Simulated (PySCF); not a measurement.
# Solvent effects on NMR parameters

Cartesian coordinates in Å; atom numbers follow the order of the lines, from 1:
```xyz
6

C     1.5150    0.1271   -0.2713
C     0.3482    0.0041    0.0481
C    -1.0023   -0.1716    0.4334
S    -2.1877    0.9111    0.1820
H     2.5421    0.2558   -0.5621
H    -1.2152   -1.1264    0.9430
```

GIAO PBE0/pcSseg-1 in PySCF on one PBE0-D3(BJ)/def2-SVP conformer, non-relativistic, equivalent nuclei averaged. Solvents enter as an IEF-PCM continuum (chloroform with ε = 4.7, water with ε = 78.4) around the gas-phase geometry. Shifts are referred to TMS, CS2 computed in the same medium.

Gas phase, δ in ppm: C3 234.2, C1 106.7, C2 90.3, S4 1373.3, H6 10.55, H5 4.82. Dipole moment 2.29 D.

Problem. How does each δ change in the continuum?

Solution. 
| atoms | environment | Δδ, chloroform | Δδ, water |
| --- | --- | --- | --- |
| C3 | thiocarbonyl carbon | +4.8 | +6.9 |
| C1 | terminal alkyne carbon | +7.6 | +10.7 |
| C2 | alkyne carbon | +1.3 | +1.9 |
| S4 | thione sulfur | -134.8 | -192.2 |
| H6 | hydrogen on a thiocarbonyl carbon | -0.09 | -0.11 |
| H5 | hydrogen on a terminal alkyne carbon | +0.69 | +0.97 |

Changes are relative to the gas phase. The dipole moment becomes 2.96 D in chloroform, 3.25 D in water.

Problem. Which nuclei move most (in ppm), and what does the model miss?

Solution. S4 (thione sulfur, -192.2 ppm) in water. A continuum only polarises the solute; specific hydrogen bonds, the anisotropy of aromatic solvents and changes of geometry or conformer are outside it.
